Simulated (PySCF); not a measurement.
**Peak assignment**

Atoms are numbered as in `[CH2:1]=[C:2]1[CH2:3][CH2:4][CH2:5]1` (H(Xn): hydrogen on atom n).

In vacuum, relativity neglected, rapidly exchanging positions averaged, single conformer. Geometry: PBE0-D3(BJ)/def2-TZVP; GIAO PBE0/pcSseg-2 shieldings; PySCF.

Chemical shifts δ = σref − σ; $^{13}$C (σref 186.03) and $^{1}$H (σref 31.52) against TMS, all at this level.

Question: Assign these signals to the numbered atoms. $^{13}$C{$^{1}$H} NMR (computed): δ 165.4, 116.8, 33.3, 17.1.

Answer: 
| δ (ppm) | atoms | environment | reason |
| --- | --- | --- | --- |
| 165.4 | C2 | fully substituted alkene carbon | – |
| 116.8 | C1 | terminal =CH2 carbon | the olefinic region |
| 33.3 | C3/C5 | allylic sp3 CH2 | aliphatic region, no heteroatom directly attached |
| 17.1 | C4 | sp3 CH2 in a ring | saturated and bonded to C and H only |

Question: Assign these signals to the numbered atoms. $^{1}$H NMR (300 MHz, computed): δ 5.16 (s, 2H), 2.85 (m, 4H), 1.96 (m, 2H).

Answer: 
5.16 → H(C1), hydrogen on a terminal =CH2 carbon: attached to an sp2 carbon and in the plane of the double bond
2.85 → H(C3)/H(C5), hydrogen on an allylic sp3 CH2: allylic position
1.96 → H(C4), hydrogen on an sp3 CH2 in a ring

Shifts are as computed. Against solution values, carbons near 30 ppm lie about +3 ppm off and those near 130 ppm about +9 ppm. Of 1309 compounds with measured shifts, 239 miss one by over three times the rms of a fit or turn the order of signals round; such compounds aren't used in these exercises. Multiplicities follow the n + 1 count of equivalent neighbours, as no J values were calculated; m marks all less simple cases, F and P coupling included.
